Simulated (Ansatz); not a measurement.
A made-up structure of CH₄NSi (charge +1), closed shell:

```xyz
7
angstrom
C 0.4876 -0.3154 0.2035
Si -0.9591 0.6171 -0.4017
N 1.6790 -1.0797 0.7035
H -1.9592 -0.3182 -0.7778
H -0.5461 1.3927 -1.5171
H -1.4163 1.4505 0.6531
H 2.4744 -1.5923 1.0363
```

It is relaxed with PBE-D4/def2-SVP and then PBE0-D4/def2-TZVP (Ansatz 0.2.0). Atoms count as bonded within 1.22 times the sum of their covalent radii (H–H: 0.88 Å). The end point is not checked to be a true minimum.

Problem. Does its bonding change? (A judgement: the text doesn't fix the answer.)

Solution. Computed: No: no bond forms or breaks.

Where it ends: The first stage lowers the energy by 4.06 eV in 6 steps. It ends as CH₄NSi ([NH][C][SiH3]), total charge +1:
```
atom    x (Å)    y (Å)    z (Å)
  C1   0.5653  -0.3639   0.2367
 Si2  -0.9673   0.6228  -0.4050
  N3   1.4692  -0.9459   0.6151
  H4  -1.8892  -0.4747  -0.7455
  H5  -0.3777   1.3577  -1.5376
  H6  -1.3101   1.4201   0.7855
  H7   2.2699  -1.4614   0.9504
```

Labels in which every atom is bracketed show which atoms are joined, not bond orders.

For scale, one of the runs: PBE0-D4/def2-TZVP relaxation, 123 basis functions, launched by `ansatz run in.yaml --threads 2 --pin off --events-out ev --progress --plain --max-ram 4352MiB`. The run took about 15 s on 2 CPU threads of an Intel Xeon Platinum 8259CL (shared host).
